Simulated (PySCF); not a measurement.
C4H3FN (doublet state).
Geometry (GFN2-xTB, Å), atoms numbered from 1 in this order:
```xyz
9
C4H3FN angstrom
F      2.6305    0.2144   -0.1176
C      1.6148   -0.4617   -0.7451
C      0.4065   -0.5295   -0.2991
C     -0.6281   -0.2132    0.5934
C     -1.6919    0.7393    0.2161
N     -0.8879    1.2506    1.0134
H      1.9890   -0.9386   -1.6415
H     -0.8667   -0.9628    1.3424
H     -2.5525    0.9077   -0.3873
```

The hyperfine couplings belong to this conformer and change with its torsions.

The species is `F/C=[C]\[C@@H]1C=N1` [radical].

Theory: UKS B3LYP, pcH-1 on C F H N, non-relativistic, mean-field spin-orbit, GIAO in PySCF. Geometry: GFN2-xTB, one conformer, isolated molecule. The geometry wasn't refined by DFT: couplings that depend on bond lengths, twists or pyramidal angles can differ widely from those at the functional's own minimum. The SCF solution wasn't tested for stability.

Question: Break the g tensor into its mass correction, gauge correction and orbital-Zeeman/spin–orbit terms.

Answer: 
```json
{"Δg (ppm)": "relativistic mass correction", "1": "-184", "2": "-184", "3": "-184"}
{"Δg (ppm)": "gauge correction", "1": "34", "2": "42", "3": "42"}
{"Δg (ppm)": "orbital Zeeman/spin–orbit", "1": "-1235", "2": "-593", "3": "67"}
{"Δg (ppm)": "total", "1": "-1385", "2": "-736", "3": "-75"}
```

So g = 2.00093, 2.00158, 2.00224 and g_iso = 2.00159; the tensor is rhombic: the two nearest values differ by 50 % of g3 − g1. 

Question: What are the electron Larmor frequencies g μB B/h along the three axes at 350 mT?

Answer: 9.8019, 9.8051, 9.8084 GHz for g1, g2 and g3, a range of 6.4 MHz.

Question: At 9.699 GHz, how far is the centre of the isotropic spectrum from where a free electron (g = 2.002319) resonates?

Answer: B = hν/(g μB) with μB/h = 13.99624 MHz/mT gives 346.08 mT for the free electron and 346.21 mT at g_iso, 0.13 mT higher.

Question: In a frozen sample, at which fields do the three g values resonate at 9.5, 34, 94 and 263 GHz (hyperfine left aside), and which band first spreads them over more than twice a line width of 0.3 mT?

Answer: 
| band | GHz | B(g3) mT | B(g2) mT | B(g1) mT | spread mT |
| --- | --- | --- | --- | --- | --- |
| X | 9.5 | 339.00 | 339.11 | 339.22 | 0.22 |
| Q | 34.0 | 1213.25 | 1213.65 | 1214.04 | 0.79 |
| W | 94.0 | 3354.28 | 3355.39 | 3356.48 | 2.20 |
| J | 263.0 | 9384.85 | 9387.94 | 9390.99 | 6.15 |

The spread grows in proportion to the frequency. Q band is the first where it exceeds 0.6 mT.

Largest spin populations (Mulliken): C3 (+0.86), N6 (+0.15), C4 (-0.08) and C2 (-0.08).

The HOMO–LUMO gaps are 4.89 eV among the α and 4.39 eV among the β orbitals.

On an Arm Neoverse V2 with one thread, shared host with 96 logical CPUs at a one-minute load of 34, this took 21 s of wall time (grids of density and orbitals included) and 0.69 GiB of memory at its peak.
